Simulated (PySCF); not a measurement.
**doublet [O2]−: levels of theory compared**

Aim: a comparison of 6 runs (UB3LYP/6-31G*, U-revPBE/aug-cc-pVTZ, UB2PLYP/aug-cc-pVTZ, UB3LYP/aug-cc-pVTZ, UPBE0/aug-cc-pVTZ, USCS-MP2/aug-cc-pVTZ) of doublet [O2]−. Input form: a Python script.

The results are computed with PySCF 2.14.0.

8 further runs of the same task are left out: 1 that didn't finish, 7 set aside as unsound or not needed.

## Step 1: Starting point

The species is [O2]− (2 atoms), meant as a doublet with charge -1. As SMILES of the parent species, `O=O`. The coordinates come from a PBE0-D4/def2-TZVP relaxation. That shape belongs to the parent species and isn't relaxed for this state.

Bond lengths: O1–O2 1.193 Å.

## Step 2: The energy at UB3LYP/6-31G(d) (spherical functions) (run 1)

Contents of geometry.xyz:

```xyz
2

O      0.509550    -0.164850     0.262450
O     -0.509550     0.164850    -0.262450
```

Contents of run.py:

```python
from pyscf import gto, dft

mol = gto.M(
    atom='geometry.xyz',
    charge=-1,
    max_memory=1860,
    basis='6-31g*',
    verbose=3,
    spin=1,
)

mf = dft.UKS(mol)
mf.xc = 'b3lyp'
mf.grids.level = 5
mf.conv_tol = 1e-10
mf.kernel()
if not mf.converged:
    mf = mf.newton().run(mf.mo_coeff, mf.mo_occ)

e_tot = mf.e_tot
print('E = %.10f Eh' % e_tot)
```

Started as:

```console
$ OMP_NUM_THREADS=1 python run.py
```

Standard output:

```text
WARN: HOMO -0.241800813024924 >= LUMO -0.241800813024925

converged SCF energy = -150.265525280932  <S^2> = 0.75241453  2S+1 = 2.0024131
E = -150.2655252809 Eh
```

Wall time 2.6 s (1 thread of Arm Neoverse V1, shared host); peak memory 0.2 GiB.

## Step 3: The energy at U-revPBE/aug-cc-pVTZ (run 2)

Contents of start.xyz:

```xyz
2

O      0.509550    -0.164850     0.262450
O     -0.509550     0.164850    -0.262450
```

Contents of run.py:

```python
from pyscf import gto, dft

mol = gto.M(
    atom='start.xyz',
    verbose=3,
    basis='aug-cc-pvtz',
    charge=-1,
    spin=1,
    max_memory=1860,
)

mf = dft.UKS(mol)
mf.xc = 'revpbe'
mf.conv_tol = 1e-10
mf.grids.level = 5
mf.kernel()
if not mf.converged:
    mf = mf.newton().run(mf.mo_coeff, mf.mo_occ)

etot = mf.e_tot
print('E = %.10f Eh' % etot)
```

Started as:

```console
$ OMP_NUM_THREADS=1 python run.py
```

Standard output:

```text
WARN: HOMO -0.23019844136015 >= LUMO -0.230198441360155

converged SCF energy = -150.33945095081  <S^2> = 0.75348771  2S+1 = 2.0034847
E = -150.3394509508 Eh
```

Run time: 9 s. Hardware: 1 thread of Arm Neoverse V1, shared host; peak memory 0.43 GiB.

Runs 3 to 5 aren't shown in full; the table further down has their settings and results.

## Step 4: A single-point energy at USCS-MP2/aug-cc-pVTZ (run 6)

Contents of calc.py:

```python
from pyscf import gto, scf, mp

mol = gto.Mole()
mol.atom = [
    ('O', (0.509550, -0.164850, 0.262450)),
    ('O', (-0.509550, 0.164850, -0.262450)),
]
mol.spin = 1
mol.max_memory = 1860
mol.verbose = 4
mol.basis = 'aug-cc-pvtz'
mol.charge = -1
mol.build()

hf = scf.UHF(mol)
hf.conv_tol = 1e-10
hf.kernel()
if not hf.converged:
    hf = hf.newton().run(hf.mo_coeff, hf.mo_occ)

pt = mp.MP2(hf, frozen=2).run()
etot = hf.e_tot + 1.2 * pt.e_corr_os + pt.e_corr_ss / 3
print('E = %.10f Eh' % etot)
```

Started as:

```console
$ OMP_NUM_THREADS=1 python calc.py
```

Standard output:

```text
PySCF version 2.14.0

[INPUT] num. atoms = 2
[INPUT] num. electrons = 17
[INPUT] charge = -1
[INPUT] spin (= nelec alpha-beta = 2S) = 1
[INPUT] symmetry False subgroup None
[INPUT] Mole.unit = angstrom
[INPUT] Symbol           X                Y                Z      unit          X                Y                Z       unit  Magmom
[INPUT]  1 O      0.509550000000  -0.164850000000   0.262450000000 AA    0.962909946772  -0.311521351635   0.495958621392 Bohr   0.0
[INPUT]  2 O     -0.509550000000   0.164850000000  -0.262450000000 AA   -0.962909946772   0.311521351635  -0.495958621392 Bohr   0.0

nuclear repulsion = 28.3929930741585
number of shells = 26
number of NR pGTOs = 116
number of NR cGTOs = 92
basis = aug-cc-pvtz
ecp = {}

[... 19 lines left out ...]
WARN: beta  nocc = 8  HOMO -0.21324634511976 >= LUMO -0.213246345119732
[... 46 lines left out ...]
converged SCF energy = -149.636341050541  <S^2> = 0.77862129  2S+1 = 2.0284194
[... 1 line left out ...]
******** <class 'pyscf.mp.ump2.UMP2'> ********
nocc = (np.int64(7), np.int64(6)), nmo = (90, 90)
frozen orbitals 2
E(UMP2) = -150.106268033856  E_corr = -0.469926983314654
E(SCS-UMP2) = -150.091393341651  E_corr = -0.455052291110105
E_corr(same-spin) = -0.125607794847092
E_corr(oppo-spin) = -0.344319188467562
E = -150.0913933417 Eh
```

Wall time 2.9 s (1 thread of Arm Neoverse V1, shared host); peak memory 0.21 GiB.

## Step 5: The series

| run | level | frozen core orbitals | integration grid | energy (Eh) | HOMO energy (eV) | LUMO energy (eV) | ⟨S²⟩ | wall time |
| --- | --- | --- | --- | --- | --- | --- | --- | --- |
| 1 | UB3LYP/6-31G* (spherical functions) | – | 5 | -150.265525 | 5.58 | 8.57 | 0.752 | 2.6 s |
| 2 | U-revPBE/aug-cc-pVTZ | – | 5 | -150.339451 | 4.40 | 4.78 | 0.753 | 9 s |
| 3 | UB2PLYP/aug-cc-pVTZ | 2 | 5 | -150.286221 | 1.55 | 6.36 | 0.763 | 11 s |
| 4 | UB3LYP/aug-cc-pVTZ | – | 5 | -150.381535 | 3.12 | 5.71 | 0.756 | 11 s |
| 5 | UPBE0/aug-cc-pVTZ | – | 5 | -150.220468 | 3.02 | 5.90 | 0.756 | 11 s |
| 6 | USCS-MP2/aug-cc-pVTZ | 2 | – | -150.091393 | -0.83 | 7.14 | 0.779 | 2.9 s |

## Step 6: Outcome

```
                                                         quantity          value
                                              run 6: total energy  -150.09139 Eh
run 6: HOMO energy (Hartree–Fock orbitals) (highest over α and β)       -0.83 eV
 run 6: LUMO energy (Hartree–Fock orbitals) (lowest over α and β)        7.14 eV
               run 6: correlation energy (2 core orbitals frozen)     -455.1 mEh
                         run 6: ⟨S²⟩ of the reference determinant          0.779
```

What this shows: Totals of different functionals can't be ranked against each other. In runs 1, 2, 3, 4, 5 the HOMO lies above zero, so the outermost electron may be held by the basis alone. All runs together took 47 s, the longest 11 s.
